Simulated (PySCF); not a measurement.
Family: cyclo[n]carbon rings. All species are isolated molecules in the gas phase. Each species was relaxed from one start; no search for lower structures was made at this level. Strings in code marks are SMILES. All members: neutral, multiplicity 1. Level: CAM-B3LYP-D3(BJ)/def2-SVP (PySCF), beside PBE-D3(BJ)/def2-SVP // CAM-B3LYP-D3(BJ)/def2-SVP (PySCF) at the same geometries. 

```
species                                                            HOMO–LUMO gap, PBE (eV)  HOMO–LUMO gap, CAM-B3LYP-D3(BJ) (eV)
-----------------------------------------------------------------  -----------------------  ------------------------------------
cyclo[28]carbon `C1#CC#CC#CC#CC#CC#CC#CC#CC#CC#CC#CC#CC#CC#C1`                        1.23                                  4.45
cyclo[20]carbon `C1#CC#CC#CC#CC#CC#CC#CC#CC#CC#C1`                                    1.25                                  4.60
cyclo[16]carbon `C1#CC#CC#CC#CC#CC#CC#CC#C1`                                          1.28                                  4.77
cyclo[30]carbon `c1c#cc#cc#cc#cc#cc#cc#cc#cc#cc#cc#cc#cc#cc#cc#1`                     1.82                                  4.97
cyclo[22]carbon `c1c#cc#cc#cc#cc#cc#cc#cc#cc#cc#cc#1`                                 2.17                              withheld
cyclo[18]carbon `c1c#cc#cc#cc#cc#cc#cc#cc#cc#1`                                       2.46                                  5.63
cyclo[14]carbon `c1c#cc#cc#cc#cc#cc#cc#1`                                             2.89                                  6.05
```

Fit y = a + b·x, y being the HOMO–LUMO gap at the first level, to the 6 complete rows by least squares, with x = the PBE value in eV. Give a, b and the rms residual, and predict the withheld value.

Means of the 6 rows: x̄ = 1.8217, ȳ = 5.0783 eV. Σ(x − x̄)² = 2.5191 and Σ(x − x̄)(y − ȳ) = 2.2026, so b = 0.874 and a = ȳ − b·x̄ = 3.486 eV. The rms residual is 0.094 eV. At x = 2.17 the line gives 5.38 eV. The run for cyclo[22]carbon `c1c#cc#cc#cc#cc#cc#cc#cc#cc#cc#cc#1` gave 5.33 eV, so the line is off by 0.05 eV, within twice the rms residual.

Codes: PySCF.
